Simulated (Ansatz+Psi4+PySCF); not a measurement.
doublet HCl(+): levels of theory in one basis

```yaml
atoms:
  - { symbol: Cl, position_ang: [0.0000, 0.0000, 0.0711] }
  - { symbol: H, position_ang: [0.0000, 0.0000, -1.2089] }
```

Basis set: cc-pVTZ on H; cc-pV(T+d)Z on Cl (spherical functions). Left uncorrelated: 5 orbitals. Correlation on ROHF uses semicanonical orbitals with singles. Charge 1, multiplicity 2.

Computed with Ansatz (development build ahead of 0.2.0) and Psi4 1.11; each method stands on the lowest determinant of its kind that the runs found.

| method | E − E(ROHF) (eV) | <S²> of the determinant |
| --- | --- | --- |
| ROHF | 0.00 | 0.75 |
| UHF | -0.17 | 0.76 |
| ROHF-MP2 | -4.57 | – |
| UHF-MP2 | -4.54 | 0.76 |
| ROHF-CCSD | -5.24 | – |
| UHF-CCSD | -5.25 | 0.76 |

(1) What does ROHF-CCSD(T) give on the same scale?

Answers

(1) -5.41 eV.
